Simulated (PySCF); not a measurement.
Gas-phase reaction: 2 SiH4 + C3O2 + 3 C4H8 (cis-2-butene) ⇌ 2 (CH3)3SiOH + 3 C3H4 (propyne)

Computed with PySCF and rigid-rotor harmonic-oscillator thermochemistry at 1 bar. S°(298 K) at PBE0/def2-TZVP differs from the NASA 1993 table for C4H8 (cis-2-butene) (-6 J/mol/K); whether the harmonic model or the table's entry is off was not settled. † marks an energy on the PBE0/def2-TZVP geometry and frequencies; other levels use their own. MP2 and CCSD(T) freeze the core. 6-31G* has spherical d functions here. All species are closed-shell singlets. MP2 isn't extrapolated to the basis-set limit; its ΔH°(298 K) is -217.0 kJ in def2-SVP and -369.7 kJ in def2-TZVPP. CCSD(T) isn't extrapolated to the basis-set limit. The harmonic model lacks anharmonicity and excited electronic states, which grow with temperature; levels with a mode under 35 cm⁻¹ are left out. Internal rotation in C4H8 (cis-2-butene), (CH3)3SiOH is treated as a harmonic vibration of one conformer, which makes the entropy rough. Soft modes under 120 cm⁻¹ make the harmonic entropy rough for C3O2. Warning, large T1 diagnostic: C3O2 (CCSD(T)/def2-SVP†).

ΔH° and ΔS° at 298 K: CCSD(T)/def2-SVP† -186 kJ, -91 J/K; HF/6-31G* -234 kJ, -94 J/K; M06-2X/def2-TZVP† -366 kJ, -91 J/K; MP2/def2-TZVPP† -370 kJ, -91 J/K; PBE0/def2-SVP† -174 kJ, -91 J/K.

Q: With the heat capacities included, give log10 K (1 bar) at 500, 600, 800, 1000, 2000 K from CCSD(T)/def2-SVP†, HF/6-31G*, M06-2X/def2-TZVP†, MP2/def2-TZVPP†, PBE0/def2-SVP†.

A: 
```csv
T (K),CCSD(T)/def2-SVP†,HF/6-31G*,M06-2X/def2-TZVP†,MP2/def2-TZVPP†,PBE0/def2-SVP†
500,15.0,19.8,33.8,34.2,13.7
600,11.9,16.0,27.7,28.0,10.9
800,8.3,11.2,20.0,20.3,7.5
1000,6.1,8.5,15.5,15.7,5.5
2000,1.9,3.0,6.6,6.7,1.6
```
